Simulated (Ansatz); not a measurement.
A made-up structure of HS2O, doublet:

```json
{"atom": "S1", "x (Å)": "-1.3579", "y (Å)": "-0.4081", "z (Å)": "0.8772"}
{"atom": "O2", "x (Å)": "-0.4232", "y (Å)": "0.7866", "z (Å)": "0.3318"}
{"atom": "S3", "x (Å)": "0.9485", "y (Å)": "0.4830", "z (Å)": "-0.5984"}
{"atom": "H4", "x (Å)": "-0.6121", "y (Å)": "1.7365", "z (Å)": "0.2783"}
```

It is relaxed with PBE-D4/def2-SVP and then PBE0-D4/def2-TZVP (Ansatz 0.2.0). Atoms count as bonded within 1.22 times the sum of their covalent radii (H–H: 0.88 Å). The end point is not checked to be a true minimum.

Q: Does its bonding change? (A judgement: the text doesn't fix the answer.)

A: By the calculation: No: no bond forms or breaks.

Where it ends: The first stage lowers the energy by 0.57 eV in 6 steps. It ends as HS₂O ([S][OH][S]):
S1  (-1.474, -0.361, 0.970)
O2  (-0.386, 0.741, 0.234)
S3  (1.063, 0.553, -0.661)
H4  (-0.647, 1.665, 0.346)
(Å)

Labels in which every atom is bracketed show which atoms are joined, not bond orders.

For scale, one of the runs: PBE0-D4/def2-TZVP relaxation, 111 basis functions, launched by `ansatz run in.yaml --threads 2 --pin off --events-out ev --progress --plain --max-ram 4352MiB`. The run took about 16 s on 2 CPU threads of an Intel Xeon 6975P-C (shared host).
